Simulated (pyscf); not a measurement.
H₂As–In [singlet] + SiH₄ → H₃Si–In=AsH + H₂, a concerted two-bond exchange (singlet surface; As–H, H–Si broken, In–Si, H–H formed). Single points on ωB97X-D3(BJ)/def2-SVP structures (PySCF, gas phase). Energies in kcal/mol from the separated reactants.

Small-basis levels: PySCF, no dispersion term, spherical d functions. AM1 to PM7: differences of heats of formation from MOPAC, which are fitted to 298 K values and so differ in kind from electronic energies by zero-point and thermal terms. GFN2-xTB: tblite. Cost: rough CPU time at the saddle relative to B3LYP/6-31G*+LANL2DZ, from one job on a shared machine.

```csv
level,barrier,reaction energy,cost
SVWN5/6-31G*+LANL2DZ,37.3,+11.8,1.0
PBE/6-31G*+LANL2DZ,46.2,+11.7,2
B3LYP/LANL2DZ,60.8,+16.5,0.7
B3LYP/6-311+G**+LANL2DZ,60.5,+19.1,2
GFN2-xTB,47.4,+43.3,under 0.02
PM3,21.4,-7.6,under 0.02
PM7,189.4,+195.1,under 0.02
ωB97M-D3(BJ)/def2-TZVP,62.9,+20.7,–
```

Against the last row the barrier runs from -41.4 (PM3) to +126.5 kcal/mol (PM7). At PM7 this geometry lies under one side, so the entry may be no barrier of that level: it is a single point on another level's saddle. ωB97M-D3(BJ)/def2-TZVP has limits of its own. On the reactant side the descent ends in a complex (not fully relaxed), 5.2 kcal/mol under the separated species and 64.5 kcal/mol under the saddle at ωB97X-D3(BJ)/def2-TZVP. At ωB97X-D3(BJ)/def2-TZVP the barrier from the zero used here is 59.3 kcal/mol. One saddle was located; it need not be the lowest between these sides. In the def2 sets elements up to Kr have no core potential. In the def2 sets elements past Kr carry core potentials, without spin-orbit coupling.
